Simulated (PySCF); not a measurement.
# Shapes and spin states of ON2

These are results of PBE0 in PySCF with O def2-TZVP, N def2-TZVP; no relativity; density-fitted integrals, not measurements.

Relaxations began from a few typed shapes and spin states; open shells are unrestricted. The search is not exhaustive: other isomers or separated fragments can lie lower, and high-lying points may rest on an excited occupation.

Problem. Order these stationary points by electronic energy, lowest first, in kJ/mol from the lowest minimum.
A. triplet Cs: N–N 1.203 Å, O–N 1.256 Å; N–N–O 122.4°
B. singlet D∞h: O–N 1.169 Å (×2); N–O–N 180.0°

Solution. A (0.0), B (207.1).

Problem. Which of them are minima?

Solution. By energy in kJ/mol, 0.0: minimum; 207.1: minimum.
